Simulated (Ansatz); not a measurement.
Reaction (formal loss of a carbene): `C/C=N/O` → `[CH2]` (triplet) + `C=NO`

Gas-phase electronic energies from Ansatz, PBE0-D4/def2-TZVP geometries. CBS: MP2 limit from def2 TZ/QZ plus the TZ coupled-cluster correction, frozen cores. This one scheme is used for every species. DFT in def2-TZVPP. Triplets are unrestricted, without spin–orbit coupling. One conformer a species, not always the lowest.

CCSD(T)/CBS gives +454.7 kJ/mol.

(1) Another level gave +434.7 kJ/mol. Which?
A. MP2/def2-TZVPP
B. revPBE-D4/def2-TZVPP
C. r2SCAN0/def2-TZVPP
D. r2SCAN-D4/def2-TZVPP

(2) What do rigid-rotor, harmonic-oscillator terms from PBE0-D4/def2-TZVP frequencies (298.15 K, 1 bar) make of the CCSD(T)/CBS value? (Best estimate.)

Largest T1 diagnostic among the species: 0.014.

Results:

(1) D. r2SCAN-D4 434.7, r2SCAN0 429.7, MP2/def2-TZVPP 457.1, revPBE-D4 448.1 kJ/mol.

(2) Computed: ΔZPE = -28.4 kJ/mol, ΔH = +432.7 kJ/mol, ΔS = 162 J/(mol·K), ΔG = +384.5 kJ/mol. Open shells count their whole term as degenerate.

At CCSD(T), def2-SVP lies −16.6 kJ/mol from the extrapolated value and def2-TZVPP −11.5 kJ/mol. The D4 term adds +7.5 kJ/mol with B3LYP and +4.0 kJ/mol with PBE0; it sums over pairs of atoms, weighted by their polarisabilities, and B3LYP, whose exchange is more repulsive, gets the larger term.

B3LYP here is the variant with VWN-RPA as its local correlation; programs differ in this.
